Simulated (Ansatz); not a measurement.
CH₃S₂, SMILES CS[S], a rigid scan of one bond length

Computed with the Python package of Ansatz (0.2.0).

The cells in order, each with its output:

```python
import ansatz as az
from ase import Atoms
import numpy as np

atoms = Atoms(['C', 'S', 'S', 'H', 'H', 'H'], positions=[
    [-0.3125, 0.3882, -0.1553],
    [-0.0344, -0.8386, 1.0768],
    [1.6351, -1.7417, 0.3185],
    [-1.1812, 1.0029, 0.1183],
    [0.4764, 1.1286, -0.2564],
    [-0.5413, -0.0034, -1.148],
])
molecule = az.Crystal.molecule_from_ase(atoms)

symbols = [site.symbol for site in molecule.cartesian_sites]
start = np.array([site.position_ang for site in molecule.cartesian_sites])
axis = (start[5] - start[0]) / np.linalg.norm(start[5] - start[0])
moving = [5]
lengths, energies = [0.96, 1.004, 1.048, 1.091, 1.135, 1.179, 1.222, 1.288], []
for length in lengths:
    xyz = start.copy()
    xyz[moving] += (length - np.linalg.norm(start[5] - start[0])) * axis
    point = az.Crystal.molecule()
    for symbol, place in zip(symbols, xyz):
        point = point.atom(symbol, place.tolist())
    base = (
        point.calculation()
        .basis(gaussian='def2-SVP')
        .correlation('mp2')
        .spin('collinear', total=1)
    )
    summary = base.run(threads=1).report
    energies.append(summary['free_energy_ev'])
    print(f'r = {length:6.3f} A  E = {energies[-1]:.5f} eV  <S^2> = {abs(summary["mean_field"]["state"]["spin_squared"]):.3f}')
```

    r =  0.960 A  E = -22714.51560 eV  <S^2> = 0.760
    r =  1.004 A  E = -22714.76775 eV  <S^2> = 0.760
    r =  1.048 A  E = -22714.90522 eV  <S^2> = 0.760
    r =  1.091 A  E = -22714.95249 eV  <S^2> = 0.760
    r =  1.135 A  E = -22714.93118 eV  <S^2> = 0.760
    r =  1.179 A  E = -22714.85517 eV  <S^2> = 0.760
    r =  1.222 A  E = -22714.74023 eV  <S^2> = 0.760
    r =  1.288 A  E = -22714.50705 eV  <S^2> = 0.760

```python
# quartic fit about the minimum
fit = np.polynomial.Polynomial.fit(lengths, np.array(energies) - min(energies), 4).convert()
roots = [r.real for r in fit.deriv().roots() if abs(r.imag) < 1e-9 and fit.deriv(2)(r.real) > 0]
r_e = min(roots, key=lambda r: abs(r - lengths[int(np.argmin(energies))]))
print(f'minimum of the fit at {r_e:.4f} A, force constant {fit.deriv(2)(r_e):.2f} eV/A^2')
```

    minimum of the fit at 1.0979 A, force constant 35.04 eV/A^2

Total energies depend on the basis set; only differences at equal settings carry meaning. The rest of the molecule is held rigid at a force-field or estimated start geometry, and the basis set is modest; single-reference methods fail as a bond breaks. The run takes the species as open-shell (spin multiplicity 2), which needn't be its ground state. S² is that of the Hartree-Fock reference. Hardware and time: 12 s on 1 thread of Arm Neoverse V2, with other jobs on the host, peak memory 0.2 GiB.
